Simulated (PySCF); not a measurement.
# C4H5P: magnetic properties

Aim: compute the magnetic properties of C4H5P (`c1cc[pH]c1`).

Computed with PySCF 2.14.0 and routines of our own; the level stands in each step. Atoms count from 0.

## Step 1: The system as given

10 atoms, charge 0, multiplicity 1; geometry from: GFN2-xTB.

## Step 2: Optimising the geometry at PBE0-D3(BJ)/def2-SVP

Job settings and geometry (Å):

```
{"job": {"xc": "PBE0", "basis": "def2-SVP", "d3": "d3bj", "grid": 1, "kind": "geom"}, "charge": 0, "multiplicity": 1}
C     -0.368879    -1.056382     0.266235
C      0.974256    -0.614711     0.002178
C      1.056085     0.660920    -0.420090
P     -0.582692     1.367777    -0.682078
C     -1.306145    -0.115580     0.045633
H     -0.577722    -2.049475     0.632270
H      1.824677    -1.259871     0.158803
H      1.965663     1.175946    -0.678103
H     -0.609709     2.144334     0.477205
H     -2.366650    -0.248305     0.175421
```

Launch:

```
$ OMP_NUM_THREADS=1 python excited_run.py task.json out
```

One launch serves the whole session: the jobs run in the order shown.

Standard output:

```text
step   0  E = -496.21523488  max force = 0.011868
step   1  E = -496.21766106  max force = 0.004060
step   2  E = -496.21777074  max force = 0.001861
step   3  E = -496.21781021  max force = 0.001382
step   4  E = -496.21782247  max force = 0.001439
step   5  E = -496.21782999  max force = 0.000212
optimisation converged
```

Run time: 21 s. Hardware: 1 thread of Intel Xeon Platinum 8259CL at 2.50GHz, shared host; peak memory 0.49 GiB.

The steps of the relaxation:

```tsv
step	energy from step 0 (eV)	largest force component (eV/Å)
0	0.0000	0.6103
1	-0.0660	0.2088
2	-0.0690	0.0957
3	-0.0701	0.0711
4	-0.0704	0.0740
5	-0.0706	0.0109
```

Distances of close pairs at the start and the end, largest changes first:

```tsv
bond	before (Å)	after (Å)	change (Å)
P3–H8	1.396	1.427	+0.031
C0–C1	1.438	1.454	+0.015
C0–H5	1.079	1.094	+0.015
C1–H6	1.079	1.094	+0.015
C4–H9	1.077	1.091	+0.014
C2–H7	1.077	1.091	+0.014
C0–C4	1.346	1.358	+0.011
C1–C2	1.346	1.357	+0.011
```

The end geometry stands in the next job.

```tsv
at the end point	value
point group (found at 0.08 Å tolerance)	Cs
rotational constants (GHz, main isotopes)	7.362, 5.062, 3.066
dipole moment (D)	0.73
```

## Step 3: Magnetic properties: GIAO B97-2/aug-pcSseg-1

Job settings and geometry (Å):

```
{"job": {"kind": "mag", "xc": "B97-2", "basis": "aug-pcSseg-1"}, "charge": 0, "multiplicity": 1}
C     -0.359734    -1.037292     0.292810
C      0.998950    -0.598954     0.019814
C      1.097939     0.701413    -0.356984
P     -0.548374     1.396281    -0.601036
C     -1.300460    -0.072810     0.125875
H     -0.589365    -2.060900     0.601446
H      1.856730    -1.271041     0.110759
H      2.028114     1.209094    -0.616623
H     -0.633172     2.329958     0.474556
H     -2.373132    -0.213006     0.267756
```

Method: GIAO B97-2/aug-pcSseg-1 magnetisability, rotational g tensor and spin-rotation constants, non-relativistic, gas phase.

Standard output:

```text
coarse grid: 9072 points
cycle   1  E = -496.6232150157  dE =  6.596e-01  |g| = 3.462e-01  |ddm| = 5.624e+00
cycle   2  E = -496.5916129560  dE =  3.160e-02  |g| = 4.767e-01  |ddm| = 2.635e+00
cycle   3  E = -496.6571183508  dE = -6.551e-02  |g| = 4.785e-02  |ddm| = 1.952e+00
cycle   4  E = -496.6574730099  dE = -3.547e-04  |g| = 3.875e-02  |ddm| = 2.124e-01
cycle   5  E = -496.6578829627  dE = -4.100e-04  |g| = 6.513e-03  |ddm| = 8.518e-02
cycle   6  E = -496.6578948332  dE = -1.187e-05  |g| = 1.425e-03  |ddm| = 2.014e-02
cycle   7  E = -496.6578952679  dE = -4.348e-07  |g| = 2.604e-04  |ddm| = 4.683e-03
final grid: 83624 points
cycle   8  E = -496.6815073044  dE = -3.671e-05  |g| = 1.868e-03  |ddm| = 1.538e-01
cycle   9  E = -496.6815075890  dE = -2.846e-07  |g| = 4.995e-04  |ddm| = 7.327e-03
cycle  10  E = -496.6815076111  dE = -2.212e-08  |g| = 2.591e-04  |ddm| = 1.794e-03
cycle  11  E = -496.6815076289  dE = -1.782e-08  |g| = 5.832e-05  |ddm| = 9.505e-04
cycle  12  E = -496.6815076294  dE = -4.688e-10  |g| = 4.386e-05  |ddm| = 2.481e-04
cycle  13  E = -496.6815076299  dE = -5.374e-10  |g| = 6.794e-06  |ddm| = 1.119e-04
converged SCF energy = -496.6815076299

Magnetisability tensor (1e-30 J/T^2)
     -684.13      -24.73      -69.61
      -24.73     -712.76     -177.95
      -69.61     -177.95    -1310.39
isotropic -902.43   principal values   -1367.31   -678.17   -661.80
isotropic susceptibility -54.345 1e-6 cm^3/mol

Inertial axes            a          b          c
rot. const./GHz      7.3615     5.0617     3.0664
chi total           -40.050    -40.840    -82.146
chi diamagnetic    -245.244   -307.208   -466.158
chi paramagnetic    205.194    266.368    384.012
quadrupole/D A        1.771      4.368     -6.139
g nuclear            0.6204     0.5703     0.5834
g electronic        -0.7096    -0.6334    -0.5532
g total             -0.0892    -0.0631     0.0302

Spin-rotation constants (kHz, H = +C I.J)
atom  isotope        aa         bb         cc
  3    31P       11.007      6.520      4.741
  5     1H        0.297     -0.130     -0.307
  6     1H        0.299     -0.131     -0.307
  7     1H       -0.676      0.547     -0.338
  8     1H       -0.393     -0.493      0.064
  9     1H       -0.675      0.546     -0.338
  0    13C*       2.870      2.320      0.485
  2    13C*       2.517      2.507      0.439
* in the singly substituted isotopologue
```

Wall time 24 s (1 thread of Intel Xeon Platinum 8259CL at 2.50GHz, shared host); peak memory 0.82 GiB.

Key values:

```tsv
quantity	value
magnetisability	-902·10⁻³⁰ J/T²
molar susceptibility	-54.3·10⁻⁶ cm³/mol
rotational g (a, b, c)	-0.0892, -0.0631, 0.0302
```

## Step 4: Magnetic properties: GIAO LDA/aug-pcSseg-1

The job, as its differences from that of step 3:

```diff
@@ -1,2 +1,2 @@
-{"job": {"kind": "mag", "xc": "B97-2", "basis": "aug-pcSseg-1"}, "charge": 0, "multiplicity": 1}
+{"job": {"kind": "mag", "xc": "LDA", "basis": "aug-pcSseg-1"}, "charge": 0, "multiplicity": 1}
 C     -0.359734    -1.037292     0.292810
```

Level: GIAO LDA/aug-pcSseg-1 magnetisability, rotational g tensor and spin-rotation constants, non-relativistic, gas phase.

Standard output:

```text
coarse grid: 9072 points
cycle   1  E = -493.9051749830  dE =  5.444e-01  |g| = 5.391e-01  |ddm| = 5.860e+00
cycle   2  E = -493.6677989053  dE =  2.374e-01  |g| = 1.037e+00  |ddm| = 5.664e+00
cycle   3  E = -493.9789647326  dE = -3.112e-01  |g| = 1.362e-01  |ddm| = 4.453e+00
cycle   4  E = -493.9833161548  dE = -4.351e-03  |g| = 9.531e-02  |ddm| = 5.904e-01
cycle   5  E = -493.9857242037  dE = -2.408e-03  |g| = 2.184e-02  |ddm| = 2.081e-01
cycle   6  E = -493.9858741406  dE = -1.499e-04  |g| = 6.172e-03  |ddm| = 6.420e-02
cycle   7  E = -493.9858824759  dE = -8.335e-06  |g| = 1.228e-03  |ddm| = 2.046e-02
final grid: 83624 points
cycle   8  E = -494.0306989389  dE = -2.183e-05  |g| = 2.852e-03  |ddm| = 1.274e-01
cycle   9  E = -494.0306962542  dE =  2.685e-06  |g| = 4.168e-03  |ddm| = 2.541e-02
cycle  10  E = -494.0307013976  dE = -5.143e-06  |g| = 5.737e-04  |ddm| = 1.499e-02
cycle  11  E = -494.0307014596  dE = -6.197e-08  |g| = 2.969e-04  |ddm| = 1.648e-03
cycle  12  E = -494.0307014844  dE = -2.478e-08  |g| = 6.231e-05  |ddm| = 8.311e-04
cycle  13  E = -494.0307014857  dE = -1.331e-09  |g| = 2.763e-05  |ddm| = 2.765e-04
cycle  14  E = -494.0307014859  dE = -1.777e-10  |g| = 1.114e-05  |ddm| = 6.841e-05
converged SCF energy = -494.0307014859

Magnetisability tensor (1e-30 J/T^2)
     -678.95      -27.88      -75.76
      -27.88     -703.60     -187.54
      -75.76     -187.54    -1350.98
isotropic -911.17   principal values   -1410.23   -672.77   -650.53
isotropic susceptibility -54.872 1e-6 cm^3/mol

Inertial axes            a          b          c
rot. const./GHz      7.3615     5.0617     3.0664
chi total           -39.426    -40.515    -84.676
chi diamagnetic    -245.823   -307.676   -466.642
chi paramagnetic    206.397    267.161    381.966
quadrupole/D A        1.888      4.296     -6.183
g nuclear            0.6204     0.5703     0.5834
g electronic        -0.7138    -0.6353    -0.5503
g total             -0.0934    -0.0650     0.0331

Spin-rotation constants (kHz, H = +C I.J)
atom  isotope        aa         bb         cc
  3    31P       11.757      6.912      5.124
  5     1H        0.323     -0.132     -0.304
  6     1H        0.325     -0.133     -0.304
  7     1H       -0.669      0.555     -0.336
  8     1H       -0.373     -0.485      0.072
  9     1H       -0.669      0.555     -0.336
  0    13C*       3.051      2.380      0.513
  2    13C*       2.670      2.579      0.468
* in the singly substituted isotopologue
```

It took 26 s on 1 thread of Intel Xeon Platinum 8259CL at 2.50GHz, shared host; peak memory 0.58 GiB.

Key values:

```tsv
quantity	value
magnetisability	-911·10⁻³⁰ J/T²
molar susceptibility	-54.9·10⁻⁶ cm³/mol
rotational g (a, b, c)	-0.0934, -0.0650, 0.0331
```

## Step 5: Magnetic properties: GIAO B3LYP/pcSseg-1

The job, as its differences from that of step 4:

```diff
@@ -1,2 +1,2 @@
-{"job": {"kind": "mag", "xc": "LDA", "basis": "aug-pcSseg-1"}, "charge": 0, "multiplicity": 1}
+{"job": {"kind": "mag", "xc": "B3LYP", "basis": "pcSseg-1"}, "charge": 0, "multiplicity": 1}
 C     -0.359734    -1.037292     0.292810
```

Level: GIAO B3LYP/pcSseg-1 magnetisability, rotational g tensor and spin-rotation constants, non-relativistic, gas phase.

Standard output:

```text
coarse grid: 9072 points
cycle   1  E = -496.6578934310  dE =  6.508e-01  |g| = 3.811e-01  |ddm| = 3.013e+00
cycle   2  E = -496.6219011025  dE =  3.599e-02  |g| = 5.171e-01  |ddm| = 9.061e-01
cycle   3  E = -496.6972515811  dE = -7.535e-02  |g| = 5.295e-02  |ddm| = 6.138e-01
cycle   4  E = -496.6976994113  dE = -4.478e-04  |g| = 4.211e-02  |ddm| = 1.097e-01
cycle   5  E = -496.6981711631  dE = -4.718e-04  |g| = 7.324e-03  |ddm| = 3.943e-02
cycle   6  E = -496.6981857795  dE = -1.462e-05  |g| = 1.641e-03  |ddm| = 1.079e-02
cycle   7  E = -496.6981863181  dE = -5.385e-07  |g| = 2.604e-04  |ddm| = 2.042e-03
final grid: 83624 points
cycle   8  E = -496.7361303640  dE = -1.534e-05  |g| = 4.054e-03  |ddm| = 1.872e-02
cycle   9  E = -496.7361272095  dE =  3.155e-06  |g| = 5.213e-03  |ddm| = 8.809e-03
cycle  10  E = -496.7361345792  dE = -7.370e-06  |g| = 7.001e-04  |ddm| = 5.870e-03
cycle  11  E = -496.7361347215  dE = -1.424e-07  |g| = 2.628e-04  |ddm| = 1.204e-03
cycle  12  E = -496.7361347389  dE = -1.740e-08  |g| = 6.356e-05  |ddm| = 2.532e-04
cycle  13  E = -496.7361347399  dE = -9.558e-10  |g| = 1.543e-05  |ddm| = 6.797e-05
converged SCF energy = -496.7361347399

Magnetisability tensor (1e-30 J/T^2)
     -690.59      -22.45      -68.41
      -22.45     -722.66     -172.90
      -68.41     -172.90    -1302.29
isotropic -905.18   principal values   -1357.70   -684.14   -673.70
isotropic susceptibility -54.511 1e-6 cm^3/mol

Inertial axes            a          b          c
rot. const./GHz      7.3615     5.0617     3.0664
chi total           -40.760    -41.200    -81.574
chi diamagnetic    -245.939   -307.538   -466.940
chi paramagnetic    205.179    266.338    385.366
quadrupole/D A        1.929      3.905     -5.834
g nuclear            0.6204     0.5703     0.5834
g electronic        -0.7096    -0.6333    -0.5551
g total             -0.0892    -0.0630     0.0282

Spin-rotation constants (kHz, H = +C I.J)
atom  isotope        aa         bb         cc
  3    31P       11.484      6.802      4.918
  5     1H        0.285     -0.133     -0.313
  6     1H        0.287     -0.135     -0.313
  7     1H       -0.679      0.537     -0.344
  8     1H       -0.406     -0.493      0.061
  9     1H       -0.678      0.537     -0.344
  0    13C*       2.957      2.388      0.504
  2    13C*       2.591      2.590      0.462
* in the singly substituted isotopologue
```

Wall time 13 s (1 thread of Intel Xeon Platinum 8259CL at 2.50GHz, shared host); peak memory 0.55 GiB.

Key values:

```tsv
quantity	value
magnetisability	-905·10⁻³⁰ J/T²
molar susceptibility	-54.5·10⁻⁶ cm³/mol
rotational g (a, b, c)	-0.0892, -0.0630, 0.0282
```

## Step 6: Magnetic properties: GIAO B3LYP/3-21G

The job, as its differences from that of step 5:

```diff
@@ -1,2 +1,2 @@
-{"job": {"kind": "mag", "xc": "B3LYP", "basis": "pcSseg-1"}, "charge": 0, "multiplicity": 1}
+{"job": {"kind": "mag", "xc": "B3LYP", "basis": "3-21G"}, "charge": 0, "multiplicity": 1}
 C     -0.359734    -1.037292     0.292810
```

Method: GIAO B3LYP/3-21G magnetisability, rotational g tensor and spin-rotation constants, non-relativistic, gas phase.

Standard output:

```text
coarse grid: 9072 points
cycle   1  E = -494.1006818067  dE =  4.064e-01  |g| = 2.896e-01  |ddm| = 3.367e+00
cycle   2  E = -494.0924131006  dE =  8.269e-03  |g| = 3.277e-01  |ddm| = 8.836e-01
cycle   3  E = -494.1245412328  dE = -3.213e-02  |g| = 4.201e-02  |ddm| = 5.720e-01
cycle   4  E = -494.1248849392  dE = -3.437e-04  |g| = 3.033e-02  |ddm| = 9.260e-02
cycle   5  E = -494.1251335535  dE = -2.486e-04  |g| = 5.465e-03  |ddm| = 3.560e-02
cycle   6  E = -494.1251428892  dE = -9.336e-06  |g| = 6.941e-04  |ddm| = 7.669e-03
final grid: 83624 points
cycle   7  E = -494.1531996088  dE = -6.154e-06  |g| = 1.656e-03  |ddm| = 1.365e-02
cycle   8  E = -494.1531997470  dE = -1.382e-07  |g| = 1.537e-03  |ddm| = 4.502e-03
cycle   9  E = -494.1532003942  dE = -6.472e-07  |g| = 4.759e-04  |ddm| = 2.429e-03
cycle  10  E = -494.1532004524  dE = -5.820e-08  |g| = 7.901e-05  |ddm| = 5.471e-04
cycle  11  E = -494.1532004543  dE = -1.895e-09  |g| = 2.409e-05  |ddm| = 1.944e-04
cycle  12  E = -494.1532004545  dE = -1.884e-10  |g| = 8.427e-06  |ddm| = 4.857e-05
converged SCF energy = -494.1532004545

Magnetisability tensor (1e-30 J/T^2)
     -747.11      -15.82      -65.82
      -15.82     -791.19     -161.88
      -65.82     -161.88    -1326.62
isotropic -954.97   principal values   -1379.00   -746.89   -739.03
isotropic susceptibility -57.510 1e-6 cm^3/mol

Inertial axes            a          b          c
rot. const./GHz      7.3615     5.0617     3.0664
chi total           -45.142    -44.506    -82.881
chi diamagnetic    -245.061   -307.135   -465.773
chi paramagnetic    199.919    262.629    382.892
quadrupole/D A        1.824      4.606     -6.430
g nuclear            0.6204     0.5703     0.5834
g electronic        -0.6914    -0.6245    -0.5516
g total             -0.0710    -0.0542     0.0318

Spin-rotation constants (kHz, H = +C I.J)
atom  isotope        aa         bb         cc
  3    31P        8.957      5.203      4.157
  5     1H        0.209     -0.175     -0.348
  6     1H        0.211     -0.176     -0.349
  7     1H       -0.720      0.461     -0.372
  8     1H       -0.504     -0.520      0.013
  9     1H       -0.720      0.461     -0.372
  0    13C*       2.310      1.926      0.373
  2    13C*       2.101      2.059      0.336
* in the singly substituted isotopologue
```

Run time: 5.4 s. Hardware: 1 thread of Intel Xeon Platinum 8259CL at 2.50GHz, shared host; peak memory 0.46 GiB.

From this job:

```tsv
quantity	value
magnetisability	-955·10⁻³⁰ J/T²
molar susceptibility	-57.5·10⁻⁶ cm³/mol
rotational g (a, b, c)	-0.0710, -0.0542, 0.0318
```

## Step 7: Magnetic properties: GIAO B3LYP/6-31++G**

The job, as its differences from that of step 6:

```diff
@@ -1,2 +1,2 @@
-{"job": {"kind": "mag", "xc": "B3LYP", "basis": "3-21G"}, "charge": 0, "multiplicity": 1}
+{"job": {"kind": "mag", "xc": "B3LYP", "basis": "6-31++G**"}, "charge": 0, "multiplicity": 1}
 C     -0.359734    -1.037292     0.292810
```

With the program's defaults for keys left out, this is: GIAO B3LYP/6-31++G** magnetisability, rotational g tensor and spin-rotation constants, non-relativistic, gas phase.

Standard output:

```text
coarse grid: 9072 points
cycle   1  E = -496.7627592259  dE =  6.649e-01  |g| = 3.797e-01  |ddm| = 3.948e+00
cycle   2  E = -496.7195081637  dE =  4.325e-02  |g| = 5.346e-01  |ddm| = 1.969e+00
cycle   3  E = -496.8045077268  dE = -8.500e-02  |g| = 5.109e-02  |ddm| = 1.259e+00
cycle   4  E = -496.8048829259  dE = -3.752e-04  |g| = 4.270e-02  |ddm| = 2.462e-01
cycle   5  E = -496.8053882432  dE = -5.053e-04  |g| = 7.023e-03  |ddm| = 5.863e-02
cycle   6  E = -496.8054027939  dE = -1.455e-05  |g| = 1.233e-03  |ddm| = 3.761e-02
cycle   7  E = -496.8054032522  dE = -4.583e-07  |g| = 2.144e-04  |ddm| = 5.452e-03
final grid: 83624 points
cycle   8  E = -496.7529463649  dE = -1.233e-05  |g| = 3.998e-03  |ddm| = 7.217e-02
cycle   9  E = -496.7529424522  dE =  3.913e-06  |g| = 5.417e-03  |ddm| = 1.373e-02
cycle  10  E = -496.7529509008  dE = -8.449e-06  |g| = 5.975e-04  |ddm| = 1.082e-02
cycle  11  E = -496.7529510162  dE = -1.154e-07  |g| = 2.696e-04  |ddm| = 2.586e-03
cycle  12  E = -496.7529510353  dE = -1.916e-08  |g| = 5.187e-05  |ddm| = 4.379e-04
cycle  13  E = -496.7529510361  dE = -7.325e-10  |g| = 1.497e-05  |ddm| = 2.092e-04
converged SCF energy = -496.7529510361

Magnetisability tensor (1e-30 J/T^2)
     -681.71      -24.93      -69.77
      -24.93     -708.20     -175.36
      -69.77     -175.36    -1304.63
isotropic -898.18   principal values   -1360.41   -675.78   -658.34
isotropic susceptibility -54.090 1e-6 cm^3/mol

Inertial axes            a          b          c
rot. const./GHz      7.3615     5.0617     3.0664
chi total           -39.858    -40.696    -81.714
chi diamagnetic    -246.058   -307.858   -467.131
chi paramagnetic    206.200    267.161    385.416
quadrupole/D A        1.774      4.092     -5.866
g nuclear            0.6204     0.5703     0.5834
g electronic        -0.7131    -0.6353    -0.5552
g total             -0.0927    -0.0650     0.0282

Spin-rotation constants (kHz, H = +C I.J)
atom  isotope        aa         bb         cc
  3    31P       10.039      5.966      4.454
  5     1H        0.295     -0.123     -0.307
  6     1H        0.297     -0.124     -0.307
  7     1H       -0.667      0.543     -0.341
  8     1H       -0.403     -0.496      0.058
  9     1H       -0.667      0.543     -0.341
  0    13C*       2.634      2.125      0.435
  2    13C*       2.342      2.308      0.401
* in the singly substituted isotopologue
```

Wall time 14 s (1 thread of Intel Xeon Platinum 8259CL at 2.50GHz, shared host); peak memory 0.57 GiB.

Key values:

```tsv
quantity	value
magnetisability	-898·10⁻³⁰ J/T²
molar susceptibility	-54.1·10⁻⁶ cm³/mol
rotational g (a, b, c)	-0.0927, -0.0650, 0.0282
```

## Step 8: Magnetic properties: GIAO B3LYP/6-31G*

The job, as its differences from that of step 7:

```diff
@@ -1,2 +1,2 @@
-{"job": {"kind": "mag", "xc": "B3LYP", "basis": "6-31++G**"}, "charge": 0, "multiplicity": 1}
+{"job": {"kind": "mag", "xc": "B3LYP", "basis": "6-31G*"}, "charge": 0, "multiplicity": 1}
 C     -0.359734    -1.037292     0.292810
```

Method: GIAO B3LYP/6-31G* magnetisability, rotational g tensor and spin-rotation constants, non-relativistic, gas phase.

Standard output:

```text
coarse grid: 9072 points
cycle   1  E = -496.7421857746  dE =  6.695e-01  |g| = 3.959e-01  |ddm| = 3.183e+00
cycle   2  E = -496.7085086290  dE =  3.368e-02  |g| = 5.173e-01  |ddm| = 1.067e+00
cycle   3  E = -496.7869106957  dE = -7.840e-02  |g| = 5.312e-02  |ddm| = 7.039e-01
cycle   4  E = -496.7874028849  dE = -4.922e-04  |g| = 4.152e-02  |ddm| = 1.153e-01
cycle   5  E = -496.7878745693  dE = -4.717e-04  |g| = 7.682e-03  |ddm| = 4.324e-02
cycle   6  E = -496.7878919837  dE = -1.741e-05  |g| = 1.449e-03  |ddm| = 1.143e-02
cycle   7  E = -496.7878926003  dE = -6.166e-07  |g| = 1.742e-04  |ddm| = 2.162e-03
final grid: 83624 points
cycle   8  E = -496.7353654896  dE = -8.792e-06  |g| = 4.058e-03  |ddm| = 1.518e-02
cycle   9  E = -496.7353623279  dE =  3.162e-06  |g| = 5.221e-03  |ddm| = 1.024e-02
cycle  10  E = -496.7353701089  dE = -7.781e-06  |g| = 6.247e-04  |ddm| = 6.616e-03
cycle  11  E = -496.7353702340  dE = -1.250e-07  |g| = 2.640e-04  |ddm| = 1.140e-03
cycle  12  E = -496.7353702521  dE = -1.812e-08  |g| = 3.978e-05  |ddm| = 2.538e-04
cycle  13  E = -496.7353702525  dE = -4.395e-10  |g| = 1.129e-05  |ddm| = 5.765e-05
converged SCF energy = -496.7353702525

Magnetisability tensor (1e-30 J/T^2)
     -670.44      -18.54      -67.20
      -18.54     -708.55     -164.81
      -67.20     -164.81    -1262.08
isotropic -880.36   principal values   -1314.97   -663.20   -662.89
isotropic susceptibility -53.016 1e-6 cm^3/mol

Inertial axes            a          b          c
rot. const./GHz      7.3615     5.0617     3.0664
chi total           -40.120    -39.925    -79.004
chi diamagnetic    -243.825   -305.947   -465.500
chi paramagnetic    203.705    266.023    386.495
quadrupole/D A        1.251      4.116     -5.368
g nuclear            0.6204     0.5703     0.5834
g electronic        -0.7045    -0.6326    -0.5568
g total             -0.0841    -0.0623     0.0266

Spin-rotation constants (kHz, H = +C I.J)
atom  isotope        aa         bb         cc
  3    31P       10.177      5.981      4.520
  5     1H        0.248     -0.155     -0.320
  6     1H        0.250     -0.156     -0.320
  7     1H       -0.712      0.498     -0.349
  8     1H       -0.448     -0.510      0.047
  9     1H       -0.711      0.497     -0.349
  0    13C*       2.590      2.142      0.444
  2    13C*       2.340      2.284      0.410
* in the singly substituted isotopologue
```

It took 8.7 s on 1 thread of Intel Xeon Platinum 8259CL at 2.50GHz, shared host; peak memory 0.49 GiB.

Key values:

```tsv
quantity	value
magnetisability	-880·10⁻³⁰ J/T²
molar susceptibility	-53.0·10⁻⁶ cm³/mol
rotational g (a, b, c)	-0.0841, -0.0623, 0.0266
```

## Step 9: The levels compared

```tsv
level	ξ (10⁻³⁰ J/T²)	g(a)	g(b)	gap (eV)	functions	time
GIAO B97-2/aug-pcSseg-1	-902	-0.0892	-0.0631	5.26	182	24 s
GIAO LDA/aug-pcSseg-1	-911	-0.0934	-0.0650	3.70	182	26 s
GIAO B3LYP/pcSseg-1	-905	-0.0892	-0.0630	5.18	117	13 s
GIAO B3LYP/3-21G	-955	-0.0710	-0.0542	5.37	59	5.4 s
GIAO B3LYP/6-31++G**	-898	-0.0927	-0.0650	5.12	124	14 s
GIAO B3LYP/6-31G*	-880	-0.0841	-0.0623	5.20	84	8.7 s
```

## Step 10: Results

```
                                                quantity                     value
                                             point group                        Cs
                    rotational constants (main isotopes)      7.36, 5.06, 3.07 GHz
       magnetisability (step 3, GIAO B97-2/aug-pcSseg-1)           -902·10⁻³⁰ J/T²
  molar susceptibility (step 3, GIAO B97-2/aug-pcSseg-1)        -54.3·10⁻⁶ cm³/mol
rotational g (a, b, c) (step 3, GIAO B97-2/aug-pcSseg-1)  -0.0892, -0.0631, 0.0302
                         magnetisability over the levels   -955 to -880·10⁻³⁰ J/T²
```

**Reading.** The optimisation took 5 steps and gained 0.071 eV; among the close pairs (by a distance rule), P3–H8 changed most, from 1.396 to 1.427 Å. The magnetisability spreads by 8.2 % over 6 levels, from GIAO B3LYP/3-21G (5.4 s) to GIAO B3LYP/6-31G* (8.7 s); the runs took 5.4 s to 26 s. Vibrational averaging and real surroundings are missing from these values.
